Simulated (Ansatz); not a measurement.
Ideal-gas functions of C2HNO, SMILES `N=C=C=O` at 600 K and 1 bar, from an Ansatz frequency run at PBE0-D4/def2-TZVP.

Molar mass 55.04 g/mol, point group Cs (symmetry number 1), electronic degeneracy 1, moments of inertia 2.22, 112.274, 114.494 u Å². Harmonic wavenumbers (cm⁻¹, unscaled): 264, 300, 421, 876, 893, 1201, 1777, 2123, 3415.

Use S(trans) = R[1.5 ln M + 2.5 ln T − 1.1517]; rotational temperatures θ = 24.2544 K / I; S(rot) = R[ln(√π/σ · √(T³/θAθBθC)) + 1.5]; for each mode x = 1.438777 ν̃/T, S = R[x/(eˣ − 1) − ln(1 − e⁻ˣ)] and H = RT x/(eˣ − 1); 1 cm⁻¹ = 0.0119627 kJ/mol; R = 8.31446 J/(mol·K).

Problem. By hand: the entropy, in J/(mol·K).

Solution. Translation 173.4. Rotation: θ = 10.9254, 0.216, 0.2118 K, giving 99.9. Vibration, mode by mode: 12.25, 11.23, 8.58, 3.52, 3.41, 1.90, 0.63, 0.31, 0.02, in all 41.9. Electronic 0.0. Sum 315.2 J/(mol·K).

Problem. By hand: H − E and G − E in kJ/mol, counted from the electronic energy.

Solution. Zero-point energy ½ × 11270 × 0.0119627 = 67.4; thermal vibration 14.1; translation, rotation and pV give 4 RT = 20.0. H − E = 101.5 kJ/mol, and G − E = 101.5 − 600 × 315.2/1000 = -87.6 kJ/mol.

Vibration gives 13 % of the entropy. The sum counts one conformer and one mirror image; others add a mixing term.
